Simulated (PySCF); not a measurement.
C5H5N.
Bonds: C1–C2 (triple), C2–C3, C3–C4 (double), C3–N5, N5–C6 (double). Hydrogens: H7 on C1; H8, H9 on C4; H10, H11 on C6.

Level of theory: TDDFT wB97X-D/def2-SVPD, vertical, gas phase, core orbitals frozen in the response in PySCF 2.14.0, density-fitted response routines. Geometry: GFN2-xTB, one conformer, isolated molecule. Torsions of this conformer, `[CH:1]#[C:2][C:3](=[CH2:4])[N:5]=[CH2:6]`: C2–C3–N5–C6 4°.

Frontier orbitals with the atoms that hold most of them (Löwdin shares over 4%, at most four atoms; ? is withheld):

```json
{"orbital": "LUMO+2", "ε (eV)": "2.38", "atoms": "C1 33%, C2 15%, C6 12%, C4 10%"}
{"orbital": "LUMO+1", "ε (eV)": "1.81", "atoms": "N5 23%, C1 19%, C6 17%, C2 15%"}
{"orbital": "LUMO", "ε (eV)": "?", "atoms": "?"}
{"orbital": "HOMO", "ε (eV)": "-8.90", "atoms": "?"}
{"orbital": "HOMO-1", "ε (eV)": "-9.59", "atoms": "N5 58%, C6 14%, C3 7%, H11 6%"}
{"orbital": "HOMO-2", "ε (eV)": "-10.40", "atoms": "C2 40%, C1 39%, C3 5%"}
{"orbital": "HOMO-3", "ε (eV)": "-10.85", "atoms": "C2 28%, C1 24%, N5 18%, C6 14%"}
```

**Question.** Which atoms hold the HOMO, and with what shares?

**Answer.** C4 (bonded to C and 2 H) 27%; C3 (bonded to 2 C and N) 20%; C1 (bonded to C and H) 17%; C2 (bonded to 2 C) 13%.

**Question.** Which atoms hold the LUMO, and with what shares?

**Answer.** C4 (bonded to C and 2 H) 28%; C6 (bonded to N and 2 H) 21%; C3 (bonded to 2 C and N) 14%; N5 (bonded to 2 C) 12%. By element: carbon 62% or more, nitrogen 12%.

**Question.** What is the LUMO energy, and the HOMO–LUMO gap?

**Answer.** ε(LUMO) = 0.21 eV; the gap is 9.12 eV (0.3350 hartree).

**Question.** How does S1 compare with the orbital gap of 9.12 eV?

**Answer.** S1 is at 4.45 eV (f = 0.0014), 4.66 eV below the gap, made of HOMO-1→LUMO (88%). Its leading pair isn't HOMO and LUMO; the energies of that pair differ by 9.80 eV. Without the coupling terms of the response equations the lowest excitation would equal the gap.

**Question.** One configuration dominates each of S1, S2, S3, S6 and S8. Which, and how do the shares of the two leading atoms of either orbital change from the occupied to the empty one?

**Answer.** 
- S1 (4.45 eV, f 0.0014), HOMO-1→LUMO (88%): N5 58% → 12%, C6 14% → 21%, C4 at most 6% → 28%
- S2 (5.53 eV, f 0.338), HOMO→LUMO (90%): C4 27% → 28%, C3 20% → 14%, C6 at most 13% → 21%
- S3 (5.76 eV, f 0.0010), HOMO-2→LUMO (73%): C2 40% → at most 12%, C1 39% → at most 12%, C4 at most 4% → 28%, C6 at most 4% → 21%
- S6 (6.45 eV, f 0.013), HOMO-1→LUMO+1 (78%): N5 58% → 23%, C6 14% → 17%, C1 at most 6% → 19%
- S8 (7.23 eV, f 0.0004), HOMO-2→LUMO+1 (79%): C2 40% → 15%, C1 39% → 19%, N5 at most 4% → 23%

Löwdin shares depend on the basis, the more so with diffuse functions.

The run took 14 s wall on Arm Neoverse V2, one thread, no GPU, shared host.
